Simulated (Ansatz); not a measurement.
Two members of one family (H2Sn), computed with Ansatz in the gas phase. The two geometries come from different levels. Binding counts from free atoms in the multiplicity of their measured ground term, without zero-point energy. A dash marks a value that wasn't run or was left out as unsound. The structures are stationary points that may keep the symmetry of their start. Remarks come from the PBE and PBE0 runs and from stability tests at other levels; not every state was tested. HOMO above LUMO (over both spins in singlets and doublets, within one spin in higher multiplets; at PBE or PBE0), or a gap under 0.15 eV within one spin, warns that the state may not be the lowest or that an electron is smeared out.

First: H2S3 (singlet, charge 0, r2SCAN-D4/def2-TZVP geometry).

Cartesian coordinates in Å:
```
S -0.516 0.699 1.435
S -0.469 0.687 -0.621
S 0.662 -0.914 -1.242
H 0.624 1.384 1.658
H -0.302 -1.856 -1.230
```

```json
{"level": "PBE-D4/def2-SVP", "HOMO (eV)": "-6.12", "LUMO (eV)": "-2.02", "gap (eV)": "4.11", "vertical IE (eV)": "–", "vertical triplet (eV)": "–", "binding per atom (eV)": "2.68"}
{"level": "PBE-D4/def2-TZVP", "HOMO (eV)": "-6.27", "LUMO (eV)": "-2.29", "gap (eV)": "3.98", "vertical IE (eV)": "9.32", "vertical triplet (eV)": "3.68", "binding per atom (eV)": "2.77"}
{"level": "r2SCAN-D4/def2-TZVP", "HOMO (eV)": "-6.54", "LUMO (eV)": "-2.13", "gap (eV)": "4.41", "vertical IE (eV)": "9.48", "vertical triplet (eV)": "3.80", "binding per atom (eV)": "2.69"}
{"level": "PBE0-D4/def2-SVP", "HOMO (eV)": "-7.45", "LUMO (eV)": "-1.11", "gap (eV)": "6.34", "vertical IE (eV)": "–", "vertical triplet (eV)": "–", "binding per atom (eV)": "2.57"}
{"level": "HSE06-D4/def2-TZVP", "HOMO (eV)": "-7.11", "LUMO (eV)": "-1.73", "gap (eV)": "5.38", "vertical IE (eV)": "–", "vertical triplet (eV)": "–", "binding per atom (eV)": "2.68"}
```

Remarks: gap within one spin near zero at PBE or PBE0 (+1 doublet), gap within one spin near zero at PBE or PBE0 (triplet).

Second: H2S4 (singlet, charge 0, PBE0-D4/def2-SVP geometry).

```xyz
6

S    -1.287    1.132   -1.593
S     0.216   -0.285   -1.462
S     1.492    0.343    0.045
S     0.615   -0.248    1.829
H    -2.113    0.580   -0.670
H     1.077   -1.522    1.851
```

Question: Estimate the same table for the second.

Answer: 
```
              level  HOMO (eV)  LUMO (eV)  gap (eV)  vertical IE (eV)  vertical triplet (eV)  binding per atom (eV)
    PBE-D4/def2-SVP      -6.00      -2.18      3.82                 –                      –                   2.73
   PBE-D4/def2-TZVP      -6.13      -2.37      3.75              8.86                   3.49                   2.84
r2SCAN-D4/def2-TZVP      -6.40      -2.24      4.15              9.03                   3.63                   2.73
   PBE0-D4/def2-SVP      -7.27      -1.32      5.95                 –                      –                   2.60
 HSE06-D4/def2-TZVP      -6.92      -1.85      5.07                 –                      –                   2.72
```
